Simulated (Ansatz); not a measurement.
Relaxation of BClH$_{5}$N (8 atoms, charge 0, multiplicity 1), to a largest force component of 0.03 eV/Å in at most 50 steps.

All numbers below come from RKS PBE0/def2-mTZVP in Ansatz.

```xyz
8
Properties=species:S:1:pos:R:3
B -0.055 0.450 -0.474
N -0.006 0.048 2.225
H -0.761 -0.422 2.710
H 0.852 -0.106 2.741
H 1.040 0.060 -0.695
H -1.057 -0.156 -0.641
Cl -0.232 2.226 -0.085
H -0.202 1.063 2.215
```

**Question.** Where does it end, and by what steps?

**Answer.** The forces met the threshold. After 12 steps the energy has fallen by 1.257 eV; H3 moved furthest, 0.87 Å. Joined: B1–N2.

| step | energy less start (eV) | largest force component (eV/Å) | accepted |
| --- | --- | --- | --- |
| 0 | 0.0000 | 0.895 | yes |
| 1 | -0.1901 | 0.845 | yes |
| 2 | -0.5467 | 1.153 | yes |
| 3 | -1.0507 | 0.921 | yes |
| 4 | -0.6216 | 5.944 | no |
| 5 | -1.1300 | 0.468 | yes |
| 6 | -1.1548 | 0.179 | yes |
| 7 | -1.1851 | 0.283 | yes |
| 8 | -1.1802 | 1.143 | no |
| 9 | -1.2130 | 0.198 | yes |
| 10 | -1.2367 | 0.141 | yes |
| 11 | -1.2495 | 0.129 | yes |
| 12 | -1.2567 | 0.006 | yes |

```xyz
8
Properties=species:S:1:pos:R:3
B -0.092 0.381 0.188
N -0.050 0.223 1.801
H -0.239 -0.734 2.091
H 0.863 0.494 2.162
H 0.787 -0.313 -0.246
H -1.205 0.083 -0.154
Cl 0.256 2.196 -0.081
H -0.739 0.833 2.236
```

The run took 36 s on 1 thread of Arm Neoverse V1, on a shared host, peak memory 0.12 GiB.
